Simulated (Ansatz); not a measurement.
The input, for Ansatz 0.2.0:

```yaml
crystal:
  periodic: [false, false, false]
  atoms:
    - {symbol: Br, position_ang: [0.000000, 0.000000, -1.499000]}
    - {symbol: H, position_ang: [0.000000, 0.000000, 0.195000]}
    - {symbol: H, position_ang: [0.000000, 0.000000, 1.304000]}
basis:
  gaussian: {orbitals: cc-pVDZ}
magnetization: {spin_polarized: false, initial_magnetization: 1}
correlation: {method: fci, electrons: outside_noble_gas}
```

```sh
$ ansatz run in.yaml --threads 2 --pin off --events-out ev --progress --plain --max-ram 24576MiB --backend cuda --devices 0, --max-vram 18GiB
```

Output:

```
653 factors; integrals over basis functions are off by at most 1.2e-7 eV
mean field evaluation 1: about -70026.3184 eV, gradient 8.4e0 eV
mean field evaluation 2: about -70026.3231 eV, gradient 8.4e0 eV
mean field evaluation 4: about -70026.7965 eV, gradient 9.2e-1 eV
mean field evaluation 8: about -70026.8261 eV, gradient 2.6e-1 eV
mean field evaluation 16: about -70023.0002 eV, gradient 2.3e1 eV
mean field evaluation 32: about -70023.0002 eV, gradient 2.3e1 eV
mean field -70026.83152939 eV, -2573.4385928138 hartree, gradient 2.2e-6 eV, S^2 0.750000; 3 other end points of the search recorded, 0 dependent functions left out
determinant -70026.83152939 eV, -2573.4385928138 hartree, with singles and doubles -70031.28298129 eV, -2573.6021806540 hartree
determinant -70025.63782475 eV, -2573.3947249774 hartree, with singles and doubles -70029.90222957 eV, -2573.5514389643 hartree
14 core orbitals not correlated: weight in the atoms' cores, before any rotation towards them, 1.000 or more for the frozen orbitals, at most 0.000 for the correlated occupied ones
reference -70026.83152939 eV, -2573.4385928138 hartree; 5, 4 occupied and 18, 19 virtual orbitals, 653 factors
state -70031.37829481 eV, -2573.6056833611 hartree
Total energy: -70031.37829481 eV, -2573.6056833611 hartree
```

Natural occupations: 1.9806 1.9637 1.9637 1.9324 0.9983 0.0542 0.0149 0.0149 0.0143 0.0143 0.0114 0.0092 0.0092 0.0063 0.0043 0.0028 0.0015 0.0015 0.0015 0.0003 0.0003 0.0003 0.0001.

Ran on 2 threads of AMD EPYC 7R13 with a shared H100 80 GB, shared host: 60 s wall, 0.86 GiB peak host memory.
